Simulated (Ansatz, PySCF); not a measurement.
Species: C$_{2}$H$_{3}$O (charge 0, doublet). SMILES: [CH]1CO1
Structure (B3LYP-D3(BJ)/def2-TZVP (Ansatz, a program for electronic structure) minimum search):
```xyz
6

C     -0.0023     0.7447    -0.3759
O      0.0458     0.0944     0.8207
C      0.0483    -0.6990    -0.4192
H     -0.7822     1.4623    -0.6108
H     -0.8485    -1.2960    -0.5529
H      0.9884    -1.1956    -0.6312
```
Charge 0, spin multiplicity 2.

Wanted: atomisation energy, in kcal/mol. Conventions: atomisation electronic, to ground-state atoms; open shells spin-unrestricted; no dispersion term unless named; six Cartesian d functions in 6-31G* and its kin unless marked 5d; no spin-orbit coupling; non-relativistic; valence correlation only. Basis-set limits of correlation are two-point, X^-3; Hartree-Fock from the larger set. [CCSD(T)-MP2]/basis is that difference in the basis named. Ab initio and DFT rows: single points at B3LYP-D3(BJ) geometries (Ansatz).

| species | coefficient | E at B3LYP/6-31G* (Ansatz), Eh | E at M06-2X/def2-TZVPD (PySCF), Eh |
|---|---|---|---|
| [CH]1CO1 | -1 | -153.11308 | -153.11093 |
| C atom | +2 | -37.84628 | -37.84258 |
| H atom | +3 | -0.50027 | -0.49815 |
| O atom | +1 | -75.06062 | -75.06660 |

Coupled cluster (Ansatz) is a level with limits of its own, used here on species with T1 under 0.025 (0.045 for open shells) and stable references: RI-MP2/CBS(cc-pVTZ,cc-pVQZ)+[CCSD(T)-MP2]/cc-pVTZ. Value to compare with, RI-MP2/CBS(cc-pVTZ,cc-pVQZ)+[CCSD(T)-MP2]/cc-pVTZ (Ansatz): 538.9 kcal/mol. 1 Eh = 627.5095 kcal/mol.

Compute it at each level from the table, and compare with RI-MP2/CBS(cc-pVTZ,cc-pVQZ)+[CCSD(T)-MP2]/cc-pVTZ (Ansatz).


- B3LYP/6-31G*: the sum of coefficient times E is 0.85909 Eh, or 539.09 kcal/mol. Result: 539.1 kcal/mol. Its difference against RI-MP2/CBS(cc-pVTZ,cc-pVQZ)+[CCSD(T)-MP2]/cc-pVTZ (Ansatz) is 0.2 kcal/mol.
- M06-2X/def2-TZVPD: the sum of coefficient times E is 0.86472 Eh, or 542.62 kcal/mol. Result: 542.6 kcal/mol. Its difference against RI-MP2/CBS(cc-pVTZ,cc-pVQZ)+[CCSD(T)-MP2]/cc-pVTZ (Ansatz) is 3.7 kcal/mol.
